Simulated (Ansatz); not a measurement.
A calculation on rock-salt TiC returned lattice constant a 4.305 Å, bulk modulus 276 GPa, formation enthalpy -0.999 eV/atom.

For reference: lattice constant a 4.33 Å (measured, temperature not stated, not corrected to a static lattice; as tabulated in Zhang et al. (2018), doi:10.1088/1367-2630/aac7f0); bulk modulus 240 GPa (measured, temperature not stated, not corrected to a static lattice, our sources range from 235 to 268; as tabulated in Krasnenko and Brik (2013), arXiv:1306.3139); formation enthalpy -0.956 ± 0.02 eV/atom (measured, 298 K, copied from a table, unchecked, not corrected to a static lattice; as tabulated in Wang et al. (2021), doi:10.1038/s41598-021-94550-5).

Q: Which level of theory produced these numbers?
A) HSE06-D3(BJ) (Ansatz (a quantum-chemistry and plane-wave program))
B) revPBE (Ansatz)
C) r²SCAN0 (Ansatz)
D) HSE06 (Ansatz)

A: D, HSE06 (Ansatz)

The others give: r²SCAN0 4.305 Å, 283 GPa, -1.086 eV/atom; HSE06-D3(BJ) 4.256 Å, 295 GPa, -1.076 eV/atom; revPBE 4.352 Å, 241 GPa, -0.792 eV/atom.

Unless a cell is named, each level is at its own relaxed cell (HSE06 9.97, HSE06-D3(BJ) 9.64, r²SCAN0 9.97, revPBE 10.31 Å³/atom).

Caveats: exact exchange on metals is sensitive to the k mesh and can open a false gap (HSE06); the run warned that the count of filled bands differs between k points (HSE06). Ansatz's density-functional and Hartree–Fock values are scalar-relativistic unless marked +SOC, with PAW data made under PBE.
